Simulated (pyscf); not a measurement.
## Four-centre exchange: `[CH3][Si]([Cl])([Cl])[Cl]` + `[ClH]` -> `[CH4]` + `[Cl][Si]([Cl])([Cl])[Cl]`

Gas phase, singlet surface, charge 0. Bonds broken: C1–Si2, Cl9–H10. Bonds formed: C1–H10, Si2–Cl9. PySCF, gas phase, ωB97X-D3(BJ)/def2-SVP geometries.

Transition state (Å):

```xyz
10

C      0.1087     0.2942    -0.8402
Si    -1.5410    -0.3422     0.2813
Cl    -1.4964    -2.1298    -0.8261
Cl    -3.3842     0.3009    -0.3263
Cl    -1.1632    -1.1581     2.1175
H      0.7419     1.2043    -0.8723
H      0.7670    -0.5474    -0.5931
H     -0.3576     0.1917    -1.8275
Cl    -1.2120     1.8360     1.2827
H     -0.3803     1.0527     0.0585
```

One imaginary mode, 788i cm⁻¹; descent along it reached the two sides named.

| bond | change | reactant side (Å) | saddle | product side |
|---|---|---|---|---|
| C1–Si2 | breaks | 1.845 | 2.094 | 4.6 |
| Cl9–H10 | breaks | 1.285 | 1.674 | 3.0 |
| C1–H10 | forms | 4.5 | 1.274 | 1.099 |
| Si2–Cl9 | forms | 3.8 | 2.420 | 2.031 |

Electronic energies relative to the separated reactants (kJ/mol):

```csv
level,barrier,reaction energy,reverse barrier
ωB97X-D3(BJ)/def2-TZVP,210.6,-83.8,294.4
PBE/def2-TZVP,189.8,-80.3,270.1
r²SCAN/def2-TZVP,198.2,-83.3,281.5
B3LYP-D3(BJ)/def2-TZVP,215.1,-80.9,296.0
PBE0-D3(BJ)/def2-TZVP,196.1,-78.7,274.8
M06-2X/def2-TZVP,212.9,-81.5,294.4
ωB97M-D3(BJ)/def2-TZVP,217.3,-78.3,295.6
HF/def2-TZVP,324.6,-81.9,406.5
```

With ωB97M-D3(BJ)/def2-TZVP energies and thermal terms (ideal gas, 1 atm, RRHO with modes under 100 cm⁻¹ raised to 100, one conformer, R ln 2 for chiral ones without a mode under 150 cm⁻¹), in kJ/mol:

```csv
T (K),ΔH‡,ΔG‡,ΔH,ΔG
298,213.3,257.0,-72.1,-66.5
600,213.4,301.5,-74.8,-59.8
900,215.0,345.2,-77.4,-51.7
1200,217.0,388.2,-79.5,-42.8
```

One saddle was located; it need not be the lowest between these sides.
